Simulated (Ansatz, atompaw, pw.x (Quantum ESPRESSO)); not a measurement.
## Which Be potential is closest to all-electron in the bcc crystal?

All use LDA (PW92), scalar-relativistic, no spin, cutoffs from each file’s atomic test, pw.x 7.5; 18³ k-points, Fermi–Dirac smearing 0.01 Ry. Δ is the rms difference from all-electron LAPW of the E(V) curves that follow from fits to the pressures, over ±6 % in volume. Mesh and smearing are coarse and serve the comparison alone. The files are a selection: those with a ghost or negative overlap were mostly not run, and those with noisy or unconverged pressures or nearly equal Δ are left out.

All-electron: a0 = 2.461 Å (V0 = 7.46 Å³/atom), B0 = 132.0 GPa.

**Question.** Rank them by Δ, smallest first.
A. PAW, atompaw 4.2.0.5, LDA (PW92); core [He], reference 2s2 2p0; waves: 2s (bound): rc 3.00 bohr; 2s channel at -0.05 Ry: rc 3.00 bohr; 2p (bound, empty): rc 3.00 bohr; 2p channel at 1.75 Ry: rc 3.00 bohr; 3d channel at 0.05 Ry: rc 3.00 bohr; 3d channel at 2.1 Ry: rc 3.00 bohr; local part: bessel scheme, radius 2.05 bohr; core correction: smooth core density matched at 1.55 bohr; augmentation: besselshape compensation charge, radius 2.20 bohr; PAW radius 3.00 bohr; waves and projectors: custom rrkj gramschmidtortho.
B. PAW, atompaw 4.2.0.5, LDA (PW92); core [He], reference 2s2 2p0; waves: 2s (bound): rc 3.00 bohr; 2s channel at 0.05 Ry: rc 3.00 bohr; 2p (bound, empty): rc 3.00 bohr; 2p channel at 0.65 Ry: rc 3.00 bohr; 3d channel at 0.4 Ry: rc 3.00 bohr; 3d channel at 2.65 Ry: rc 3.00 bohr; local part: troulliermartins scheme with l = 3 at 0 Ry, radius 2.80 bohr; core correction: smooth core density matched at 2.80 bohr; augmentation: sinc compensation charge, radius 2.80 bohr; PAW radius 3.00 bohr; waves and projectors: custom rrkj gramschmidtortho.
C. PAW, atompaw 4.2.0.5, LDA (PW92); core [He], reference 2s2 2p0; waves: 2s (bound): rc 3.00 bohr; 2s channel at 1.05 Ry: rc 1.45 bohr; 2p (bound, empty): rc 3.00 bohr; 2p channel at 0.2 Ry: rc 3.00 bohr; 3d channel at 0.5 Ry: rc 3.00 bohr; 3d channel at 1.35 Ry: rc 3.00 bohr; local part: ultrasoft scheme with l = 3 at 0 Ry, radius 2.10 bohr; core correction: smooth core density matched at 1.90 bohr; augmentation: besselshape compensation charge, radius 2.95 bohr; PAW radius 3.00 bohr; waves and projectors: custom rrkj gramschmidtortho.
D. PAW, atompaw 4.2.0.5, LDA (PW92); core [He], reference 2s2 2p0; waves: 2s (bound): rc 2.70 bohr; 2s channel at 2.55 Ry: rc 1.75 bohr; 2p (bound, empty): rc 2.70 bohr; 2p channel at 4.6 Ry: rc 2.70 bohr; 3d channel at -0.1 Ry: rc 2.70 bohr; 3d channel at 2.4 Ry: rc 2.70 bohr; local part: troulliermartins scheme with l = 3 at 0.5 Ry, radius 2.50 bohr; core correction: smooth core density matched at 2.20 bohr; augmentation: sinc compensation charge, radius 2.05 bohr; PAW radius 2.70 bohr; waves and projectors: custom rrkj gramschmidtortho.

**Answer.** B (1.7 meV/atom), D (3.1 meV/atom), C (4.4 meV/atom), A (7.1 meV/atom).
